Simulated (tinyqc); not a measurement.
Inside a calculation. Method: UHF in the sto-3g basis, for NH3, spin multiplicity 1. One step of it, computed by the program tinyqc.

Question. Orthogonalisation. S = U s U^T; symmetric (Loewdin) form X = U s^(-1/2) U^T, so that X^T S X = 1.

overlap S, lower triangle:
```
           1N 1s     1N 2s     1N 2px     1N 2py     1N 2pz     2H 1s     3H 1s     4H 1s
1N 1s   1.000000
1N 2s   0.235038  1.000000
1N 2px  0.000000  0.000000   1.000000
1N 2py  0.000000  0.000000   0.000000   1.000000
1N 2pz  0.000000  0.000000   0.000000   0.000000   1.000000
2H 1s   0.062605  0.513328   0.442867   0.000000  -0.077319  1.000000
3H 1s   0.062645  0.513497  -0.221537   0.383570  -0.077355  0.198201  1.000000
4H 1s   0.062645  0.513497  -0.221537  -0.383570  -0.077355  0.198201  0.198340  1.000000
```

Give: eigenvalues of S; X.

Answer.

eigenvalues of S: 0.2593  0.3494  0.3495  0.9495  1.0228  1.4523  1.4524  2.1650

X, lower triangle:
```
          1N 1s    1N 2s   1N 2px   1N 2py  1N 2pz    2H 1s    3H 1s   4H 1s
1N 1s    1.0254
1N 2s   -0.1583   1.4557
1N 2px   0.0000  -0.0001   1.1833
1N 2py   0.0000   0.0000   0.0000   1.1833
1N 2pz   0.0054  -0.0642   0.0000   0.0000  1.0095
2H 1s    0.0234  -0.3459  -0.3460   0.0000  0.0513   1.2813
3H 1s    0.0235  -0.3461   0.1731  -0.2998  0.0513  -0.0567   1.2816
4H 1s    0.0235  -0.3461   0.1731   0.2998  0.0513  -0.0567  -0.0567  1.2816
```
